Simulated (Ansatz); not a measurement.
Antiferromagnetic bcc Cr, treated with BLYP in Ansatz (PAW).

Numerical settings: plane-wave cutoff 520 eV, 20×20×20 k mesh, Fermi–Dirac smearing 0.05 eV, spin-polarised with opposed moments, scalar-relativistic PAW data made under PBE.

The cell has the measured lattice: a = b = c = 2.885 Å, α = β = γ = 90.00°.

Give the computed magnetic moment (largest site, within a sphere).


- magnetic moment (largest site, within a sphere) = 1.06 μB

The run finds no gap.

Note: the commensurate order stands in for chromium's spin-density wave, and the size of the moments varies much between levels; the collinear magnetic order is the start's and need not be the measured one; cell and atoms aren't relaxed at this level (pressure 3.2 GPa).

Moments are spin moments.

Ansatz is a program for electronic structure.
